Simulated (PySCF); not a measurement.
C5H8, SMILES C=CC1CC1, point group Cs.

Force field and properties: PBE0/pcSseg-1 (PySCF, grid level 1). Vibrational terms come from second-order perturbation theory with semi-diagonal cubic constants, by steps of ±0.6 along the normal coordinates of each isotopologue. The parent has the commonest isotopes.

Equilibrium geometry (Å):

| atom | x | y | z |
| --- | --- | --- | --- |
| C1 | 2.2327 | -0.2886 | 0.1650 |
| C2 | 0.9367 | -0.1363 | 0.4231 |
| C3 | -0.1190 | 0.0315 | -0.5875 |
| C4 | -1.3037 | 0.9199 | -0.2956 |
| C5 | -1.4872 | -0.5596 | -0.3492 |
| H6 | 2.9595 | -0.4083 | 0.9646 |
| H7 | 2.6125 | -0.2982 | -0.8562 |
| H8 | 0.6004 | -0.1317 | 1.4634 |
| H9 | 0.2317 | 0.0253 | -1.6188 |
| H10 | -1.6927 | 1.5257 | -1.1107 |
| H11 | -1.3365 | 1.4078 | 0.6766 |
| H12 | -2.0055 | -0.9925 | -1.2016 |
| H13 | -1.6463 | -1.0929 | 0.5860 |

Task: Give the equilibrium and ground-state rotational constants (MHz) of parent; ²H at 9.

Result: 
```csv
species,Ae,Be,Ce,A0,B0,C0,Δ0 (u Å²),harmonic ZPE (cm⁻¹)
parent,15272,3061.9,2945.6,15124,3044,2925,-26.662,25190
²H at 9,14309,3021,2945.5,14174,3003,2924.7,-31.150,24454
```

Δ0 = Ic − Ia − Ib from the ground-state constants.

Task: How is the parent's vibrational correction B0 − Be made up?

Result: 
| axis | harmonic | Coriolis | cubic | total (MHz) |
| --- | --- | --- | --- | --- |
| a | 27 | -52.9 | -122 | -148 |
| b | 3.17 | -1.49 | -19.6 | -17.9 |
| c | 1.89 | -2.28 | -20.2 | -20.6 |

Task: And its quartic centrifugal distortion constants from the harmonic force field?

Result: Asymmetric top, A reduction, Ir representation: ΔJ = 0.419 kHz, ΔJK = 8.65 kHz, ΔK = 2.21 kHz, δJ = 0.00947 kHz, δK = -4.46 kHz.

A mode lies under 250 cm⁻¹, where this perturbation treatment is rough. Internal rotors are held in one well.
